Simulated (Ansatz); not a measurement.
Which is lower?

Two isomers of CHOSi, doublet, relaxed at PBE0-D4/def2-TZVP (vibrations not checked).

A:

O1  (0.119, -0.171, 0.928)
C2  (0.121, -0.568, 1.983)
Si3  (0.322, 0.961, -1.259)
H4  (-0.563, -0.222, -1.652)
(Å)

B:

```xyz
4
angstrom
O -0.0719 -0.1402 1.7833
C -0.2001 -0.0074 0.6549
Si -0.5977 0.2517 -1.1206
H 0.8696 -0.1042 -1.3176
```

Program: Ansatz 0.2.0. Basis: def2-TZVPP. Cores are frozen in the correlated methods; orbitals are unrestricted. B3LYP uses VWN-RPA correlation.

**Question.** Which structure is lower at CCSD(T), and by how much? (Judge from chemistry; the value comes from the calculation.)

**Answer.** By the calculation: B, by 1.170 eV (electronic energy, against the other). By their contacts, A is a complex of SiH + CO and B is CHOSi ([O][C][SiH]).

All methods give the same order:

```
   method  E(B) − E(A) (eV)
   PBE-D4            -1.773
r2SCAN-D4            -1.777
  PBE0-D4            -1.606
 B3LYP-D4            -1.428
  wB97M-V            -1.303
       HF            -0.540
      MP2            -1.309
     CCSD            -1.051
  CCSD(T)            -1.170
```

No T1 diagnostic of these runs exceeds 0.023. ⟨S²⟩ of the unrestricted Hartree–Fock references: 0.78 to 0.79 (a pure state has 0.75).

Labels in which every atom is bracketed show which atoms are joined, not bond orders.
